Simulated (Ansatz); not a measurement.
α-phase Ga, relaxed in Ansatz (plane waves) with several semilocal functionals. Each gives its own volume and its own bulk modulus:

```json
[
 {"level": "LDA", "V0 (Å³/atom)": "18.358", "bulk modulus B0 (GPa)": "66.83", "ln V0": "2.9101", "ln B0": "4.2022"},
 {"level": "PBEsol", "V0 (Å³/atom)": "19.061", "bulk modulus B0 (GPa)": "60.56", "ln V0": "2.9476", "ln B0": "4.1036"},
 {"level": "PBE", "V0 (Å³/atom)": "20.295", "bulk modulus B0 (GPa)": "48.45", "ln V0": "3.0104", "ln B0": "3.8805"}
]
```

**Question.** Fit a straight line to ln B0 against ln V0. What does it predict for r²SCAN, whose volume is 19.195 Å³/atom?

**Answer.** With x = ln V0 and y = ln B0: means 2.95603 and 4.06210; Σ(Δx Δy) = -0.01666, Σ(Δx²) = 0.005137, so the slope is -3.24. At x = 2.9546 the line gives y = 4.06210 + (-3.24) × (2.9546 − 2.95603) = 4.0667, or 58.36 GPa. The run with r²SCAN gives 63.45 GPa, +8.7 % from the line. The rows used scatter about it by up to 1.4 %, while the largest value lies 38 % above the smallest. For comparison, PBE's own equation of state has B′ = 5.5, the slope −d ln B/d ln V at a fixed functional; the two needn't agree, since functionals also differ at one volume.

Ansatz's density-functional and Hartree–Fock values are scalar-relativistic unless marked +SOC, with PAW data made under PBE.

Ansatz is a first-principles code.
